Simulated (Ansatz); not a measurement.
The same path of ClFH2Si (5 atoms, charge 0, multiplicity 1) was run twice with different band settings. Lost on the way: Si1–H2, Si1–H3. Made: H2–H3.

Method: RKS CAM-B3LYP-D4/def2-SVP (Ansatz).

Relaxed end points:

```xyz
5
Properties=species:S:1:pos:R:3
Si 0.251 0.024 0.178
H 0.202 0.022 1.653
H 1.626 0.022 -0.360
Cl -0.744 1.670 -0.526
F -0.505 -1.297 -0.357
```

```xyz
5
Properties=species:S:1:pos:R:3
Si -0.189 0.107 -1.333
H 1.379 0.366 1.425
H 1.557 -0.370 1.321
Cl -1.211 1.571 -0.245
F -0.707 -1.234 -0.580
```

Common settings: movable images 5; spring 5.0 eV/Å²; start path through a guess of the saddle point; force threshold 0.05 eV/Å; iteration limit 60; end points relaxed.

| run | climbing image | optimiser |
| --- | --- | --- |
| 1 | yes | quadratic models (default) |
| 2 | from the first iteration | lbfgs |

What does each run give, and how far can it be trusted?

Run 1: converged after 12 iterations, highest image 3.585 eV above the first end. Neighbouring images differ by up to 2.5 eV, so the band resolves the path poorly. A vibrational analysis at the climbing image gives one clearly imaginary mode, 1522i cm⁻¹: a first-order saddle point.
Run 2: converged after 53 iterations, highest image 3.585 eV above the first end. Neighbouring images differ by up to 1.6 eV, so the band resolves the path poorly. Another band between the same ends (5 images) ends at a top of the same energy, where a vibrational analysis finds 1 clearly imaginary mode.
The orbitals stay closed-shell, which can raise the energy where a bond breaks towards radicals; this wasn't checked here.
